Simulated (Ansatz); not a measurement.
Geometry optimisation, UKS PBE-D4/6-31G* (Ansatz 0.2.0).

Input file:

```yaml
crystal:
  periodic: [false, false, false]
  atoms:
    - { symbol: H, position_ang: [-0.070149, -0.246384, 1.253253] }
    - { symbol: O, position_ang: [0.117149, -0.95971, -0.893383] }
    - { symbol: S, position_ang: [-0.300093, 0.959279, 0.670825] }
    - { symbol: H, position_ang: [-0.748495, -0.878074, -1.357536] }
    - { symbol: H, position_ang: [1.001688, 1.124888, 0.326741] }
magnetization:
  spin_polarized: true
  initial_magnetization: 1
basis:
  gaussian: { orbitals: "6-31G*" }
hamiltonian:
  xc: pbe
  dispersion: d4
relax:
  f_tol: 0.03
  max_steps: 50
```

Command:

```bash
$ ansatz run input.yaml --threads 1 --pin off --max-ram 2048MiB --backend cpu --events-out ev --progress --plain --runs-dir out
```

Problem. Where does it end, and by what steps?

Solution. The forces met the threshold. After 2 steps the energy has fallen by 0.001 eV; H4 moved furthest, 0.02 Å.

```csv
step,energy less start (eV),largest force component (eV/Å),accepted
0,0.0000,0.050,yes
1,-0.0004,0.060,yes
2,-0.0006,0.021,yes
```

```xyz
5
Properties=species:S:1:pos:R:3
H -0.061 -0.243 1.262
O 0.110 -0.965 -0.876
S -0.304 0.956 0.676
H -0.737 -0.863 -1.373
H 0.992 1.116 0.312
```

Run time: 12 s on 1 CPU thread of a shared host.
